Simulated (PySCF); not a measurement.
NMR data sheet: CH2N2

| Property | Result |
| --- | --- |
| Formula | CH2N2 |
| SMILES | N#CN |
| Point group of the computed structure | Cs |
| Degrees of unsaturation | 2 |
| Carbon signals | 1 |
| Proton signals | 1 |

Bonds (- single, = double, # triple, : aromatic): N1#C2 1.162 Å, C2-N3 1.335 Å. N3 carries H4, H5.

PySCF 2.14 calculation with geometry: PBE0-D3(BJ)/def2-SVP, PBE0/pcSseg-1 with gauge-including orbitals and J: B3LYP/pcJ-1; no relativistic terms, one averaged value for each set of equivalent atoms, a single conformation, no solvent.

Referencing at the same level of theory: 1H, 13C against TMS; 15N vs NH3.

| carbon | δC, type | δH (multiplicity, J in Hz) | HMBC from (abs. J ≥ 3 Hz) | span of the C tensor (ppm) |
| --- | --- | --- | --- | --- |
| C2 | 117.2, C | – | – | 334 |

Other nuclei:
| atoms | nucleus | environment | δ (ppm) | σ (ppm) |
| --- | --- | --- | --- | --- |
| H4/H5 | 1H | hydrogen on a nitrogen bonded to C | 2.28 | 28.99 |
| N1 | 15N | nitrile nitrogen | 251.1 | 14.5 |
| N3 | 15N | nitrogen bonded to C, 2 H | 29.8 | 235.9 |

Selected couplings (Hz, signed; the shortest-range and largest first, 30 at most; isotopes 13C, 15N): 1J(C2,N3) -26.9, 1J(N1,C2) -17.7, 2J(N1,N3) -3.4.

δC 117.2: nitrile carbon; typical of a nitrile. δH 2.28: hydrogen on a nitrogen bonded to C; exchangeable; this is the value without hydrogen bonding to other molecules.

Exchangeable OH/NH protons stand at their gas-phase positions; hydrogen bonding in a real sample shifts them, mostly to higher δ. Shifts are as computed. Against solution values, carbons near 30 ppm lie about +2 ppm off and those near 130 ppm about +5 ppm. Of 1211 compounds with measured shifts, 218 miss one by over three times the rms of a fit or turn the order of signals round; such compounds aren't used in these exercises. Experimental scales use liquid or dissolved standards, which lie at an offset from isolated NH3 (liquid NH3: subtract about 20 ppm). Unscaled 15N shifts of sp2 nitrogen come out 20 to 40 ppm too high even then.
